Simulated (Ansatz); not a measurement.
# B2NH5 (SMILES BBN): functionals against CCSD(T) at one geometry

One table from this session's results is given with a row withheld; the runs are named, their logs left out.

The runs use Ansatz 0.2.0, Gaussian basis; single points in def2-TZVPP.

Cores are frozen in the correlated methods.

1 further run of the same task is left out (it didn't finish).

### The system as given

SMILES `BBN`, 8 atoms, charge 0, spin multiplicity 1.

Atoms are counted from 1 here; the program's logs count them from 0.

Bond lengths: B1–B2 1.681 Å, B1–H4 1.193 Å, B1–H5 1.177 Å, B2–N3 1.437 Å, B2–H6 1.204 Å, N3–H7 1.000 Å, N3–H8 1.043 Å. Angles: B2–B1–H4 125.4°, B2–B1–H5 117.5°, H4–B1–H5 116.9°, B1–B2–N3 124.9°, B1–B2–H6 119.1°, N3–B2–H6 115.9°, B2–N3–H7 111.6°, B2–N3–H8 121.8°, H7–N3–H8 122.2°.

Geometry (Å):

```xyz
8

B    -0.9973    0.6536   -0.7697
B     0.4075    0.3227    0.0914
N     0.7031   -0.9276    0.7357
H    -1.1253    0.5449   -1.9509
H    -1.9603    0.9309   -0.1522
H     1.2278    1.1924    0.2308
H     1.6378   -0.9466    1.0917
H     0.1752   -1.7989    0.5118
```

The first run:

The input, run/in.yaml:

```yaml
crystal:
  periodic: [false, false, false]
  atoms:
    - {symbol: B, position_ang: [-0.997342, 0.653595, -0.769713]}
    - {symbol: B, position_ang: [0.407506, 0.322697, 0.091434]}
    - {symbol: N, position_ang: [0.703061, -0.927626, 0.735717]}
    - {symbol: H, position_ang: [-1.125338, 0.544902, -1.950876]}
    - {symbol: H, position_ang: [-1.960334, 0.930876, -0.152179]}
    - {symbol: H, position_ang: [1.227793, 1.192419, 0.230825]}
    - {symbol: H, position_ang: [1.637755, -0.946609, 1.091726]}
    - {symbol: H, position_ang: [0.175228, -1.798936, 0.511811]}
basis:
  gaussian: {orbitals: def2-TZVPP}
hamiltonian: {xc: pbe, dispersion: d4}
output: {forces: true}
```

Run with:

```bash
$ ansatz run in.yaml --threads 2 --pin off --events-out ev --progress --plain --max-ram 3481MiB
```

Among the steps run: PBE-D4/def2-TZVPP; r2SCAN-D4/def2-TZVPP; PBE0-D4/def2-TZVPP; wB97M-V/def2-TZVPP; CCSD(T)/def2-TZVPP.

One table of the session follows, with a row left open; its other results are not shown here.

| method | RMS force component (eV/Å) | angle to CCSD(T) forces (°) | dipole (D) |
| --- | --- | --- | --- |
| PBE-D4 | 0.656 | 18.0 | 1.74 |
| r2SCAN-D4 | 0.661 | 10.6 | 1.66 |
| PBE0-D4 | 0.686 | 9.0 | 1.62 |
| wB97M-V | ? | ? | ? |
| CCSD(T) | 0.624 | reference | 1.64 |

Estimate the missing values for wB97M-V.

As computed: RMS force component (eV/Å): 0.656; angle to CCSD(T) forces (°): 6.6; dipole (D): 1.61.

Caveats from the session: CCSD(T) in triple zeta still lacks some correlation energy of the bonds, so part of these gaps is its own basis error and they don't rank the functionals.
